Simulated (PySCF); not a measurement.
How the method changes the constants of LiC⁻

State: triplet, unpaired electrons π ↑↑. Set-up: basis Li aug-cc-pVDZ-DK, C aug-cc-pVDZ-DK; spin-free X2C with a Gaussian nucleus; PySCF 2.14. De refers to Li + C⁻ in their high-spin ground configurations, without counterpoise correction. The functionals are run spin-unrestricted. A positive dipole points towards C; it is taken about the centre of mass and depends on that origin. Levels whose curve was spin-contaminated or gave no clean fit are not listed.

```json
{"Level": "ROHF-MP2", "Re (Å)": "1.948", "ωe (cm⁻¹)": "653", "De (eV)": "0.79", "μ (D)": "n/a"}
{"Level": "ROHF-SCS-MP2", "Re (Å)": "1.949", "ωe (cm⁻¹)": "645", "De (eV)": "n/a", "μ (D)": "n/a"}
{"Level": "ROHF-CCSD", "Re (Å)": "1.977", "ωe (cm⁻¹)": "567", "De (eV)": "1.82", "μ (D)": "n/a"}
{"Level": "ROHF-CCSD(T)", "Re (Å)": "1.977", "ωe (cm⁻¹)": "568", "De (eV)": "1.86", "μ (D)": "n/a"}
```

The bond length runs from 1.948 Å (ROHF-MP2) to 1.977 Å (ROHF-CCSD). De spans 0.79 eV (ROHF-MP2, perturbation theory) to 1.86 eV (ROHF-CCSD(T), coupled cluster).

Correlated steps freeze 1 core orbital. Correlated levels converge slowly with the basis: in double zeta they bind strong bonds too weakly, by up to about 1 eV, and carry superposition errors of some tenths. For an ion De counts to the pair picked by the measured ionisation energies or electron affinities, which need not be the lowest pair at this level. The CCSD T1 diagnostic is raised, a sign that a single reference may not be enough here. The state is the lowest determinant that a PBE0 search found; another state may lie lower at other levels.
